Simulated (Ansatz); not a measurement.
# C5H11Cl: how energies converge with the basis set

How large a basis does C5H11Cl need? Two functionals are run in growing sets.

Program: Ansatz 0.2.0, Gaussian basis. Level of theory: one geometry, several basis sets. These are calculated values, not measurements.

Levels to be run: PBE0-D4/def2-SVP; ωB97M-V/def2-SVP; PBE0-D4/def2-QZVPP; ωB97M-V/def2-QZVPP; the functionals' def2-TZVPP values are taken from earlier runs.

## (1) Structure used throughout

All runs share one geometry, relaxed beforehand with PBE0-D4 in a triple-zeta def2 set.

SMILES `CC(C)CCCl`, 17 atoms, charge 0, spin multiplicity 1.

Atoms are counted from 1 here; the program's logs count them from 0.

Bond lengths: C1–C2 1.521 Å, C1–H7 1.093 Å, C1–H8 1.095 Å, C1–H9 1.093 Å, C2–C3 1.522 Å, C2–C4 1.526 Å, C2–H10 1.096 Å, C3–H11 1.095 Å, C3–H12 1.093 Å, C3–H13 1.092 Å, C4–C5 1.511 Å, C4–H14 1.099 Å, C4–H15 1.095 Å, C5–Cl6 1.790 Å, C5–H16 1.089 Å, C5–H17 1.089 Å. Angles: C2–C1–H7 111.4°, C2–C1–H8 110.9°, C2–C1–H9 111.1°, H7–C1–H8 107.7°, H7–C1–H9 107.9°, H8–C1–H9 107.6°, C1–C2–C3 110.9°, C1–C2–C4 109.8°, C1–C2–H10 108.2°, C3–C2–C4 112.3°, C3–C2–H10 108.1°, C4–C2–H10 107.5°, C2–C3–H11 111.0°, C2–C3–H12 110.7°, C2–C3–H13 112.1°, H11–C3–H12 107.6°, H11–C3–H13 108.1°, H12–C3–H13 107.2° and more.

## (2) PBE0-D4 in def2-SVP

File in.yaml:

```yaml
crystal:
  periodic: [false, false, false]
  atoms:
    - {symbol: C, position_ang: [-0.897100, -1.704860, -0.180019]}
    - {symbol: C, position_ang: [-0.308019, -0.397423, 0.328263]}
    - {symbol: C, position_ang: [1.054938, -0.627808, 0.964167]}
    - {symbol: C, position_ang: [-0.252315, 0.619330, -0.807650]}
    - {symbol: C, position_ang: [0.284148, 1.984840, -0.447874]}
    - {symbol: Cl, position_ang: [-0.705881, 2.796575, 0.803135]}
    - {symbol: H, position_ang: [-1.885920, -1.552373, -0.620397]}
    - {symbol: H, position_ang: [-0.255305, -2.150275, -0.947305]}
    - {symbol: H, position_ang: [-0.998892, -2.432134, 0.628989]}
    - {symbol: H, position_ang: [-0.978520, 0.003745, 1.096660]}
    - {symbol: H, position_ang: [1.782145, -0.968539, 0.219278]}
    - {symbol: H, position_ang: [0.994146, -1.394419, 1.740264]}
    - {symbol: H, position_ang: [1.448333, 0.276791, 1.433122]}
    - {symbol: H, position_ang: [0.391210, 0.226894, -1.607502]}
    - {symbol: H, position_ang: [-1.251246, 0.734634, -1.240168]}
    - {symbol: H, position_ang: [0.281037, 2.647383, -1.312347]}
    - {symbol: H, position_ang: [1.297232, 1.937638, -0.050613]}
basis:
  gaussian: {orbitals: def2-SVP}
hamiltonian: {xc: pbe0, dispersion: d4}
output: {orbitals: {seedname: orbitals}}
```

On the command line:

```sh
ansatz run in.yaml --threads 2 --pin off --events-out ev --progress --plain --max-ram 32768MiB --backend cpu
```

The runs that follow: ωB97M-V in def2-SVP; PBE0-D4 in def2-QZVPP; ωB97M-V in def2-QZVPP.

**Question.** What will the summary of the whole plan be? Wanted: PBE0-D4: double and triple zeta above quadruple; ωB97M-V: double and triple zeta above quadruple.

The runs gave:

| quantity | value |
| --- | --- |
| PBE0-D4: double and triple zeta above quadruple | 10.80, 0.68 eV |
| ωB97M-V: double and triple zeta above quadruple | 11.12, 0.66 eV |

In words: For PBE0-D4 the step from double to triple zeta gains 10.12 eV and the next only 0.68 eV. Total energies overstate the basis error of differences, where much of it tends to cancel. The LUMO of ωB97M-V is positive and keeps falling with the basis (3.29 to 1.81 eV): an unbound level that the basis holds in place.
